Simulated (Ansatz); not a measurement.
The input, for Ansatz 0.2.0:

```yaml
crystal:
  periodic: [false, false, false]
  atoms:
    - {symbol: C, position_ang: [0.000000, 0.000000, 0.000000]}
    - {symbol: H, position_ang: [0.628037, 0.630011, 0.629222]}
    - {symbol: H, position_ang: [-0.631581, -0.626732, 0.628949]}
    - {symbol: H, position_ang: [-0.626594, 0.628165, -0.632497]}
    - {symbol: H, position_ang: [0.630138, -0.631444, -0.625675]}
basis:
  gaussian: {orbitals: cc-pVTZ}
magnetization: {spin_polarized: false}
correlation: {method: ccsd, electrons: outside_noble_gas}
multiplicity: 3
```

```sh
$ ansatz run in.yaml --threads 1 --pin off --events-out ev --progress --plain --max-ram 2393MiB
```

(1) One thing in this input was set wrong on purpose, beside settings that are merely unusual. What is the gravest fault, and what does the program do?

## Answers

(1) Unknown input key. How the run ends: refused.
```
Error: YAML parse error: error: line 13 column 1: unknown field `multiplicity`, expected one of crystal, accuracy, basis, kpoints, hamiltonian, magnetization, projection, total_charge, correlation, batch, efield, external_charges, scf, relax, neb, saddle, md, ramp, phonons, dielectric, real_time, elastic, magnetic_configurations, gw, evaluate, workflow, output, checkpoint, execution
  --> <input>:13:1
   |
11 | magnetization: {spin_polarized: false}
12 | correlation: {method: ccsd, electrons: outside_noble_gas}
13 | multiplicity: 3
   | ^ unknown field `multiplicity`, expected one of crystal, accuracy, basis, kpoints, hamiltonian, magnetization, projection, total_charge, correlation, batch, efield, external_charges, scf, relax, neb, saddle, md, ramp, phonons, dielectric, real_time, elastic, magnetic_configurations, gw, evaluate, workflow, output, checkpoint, execution
```
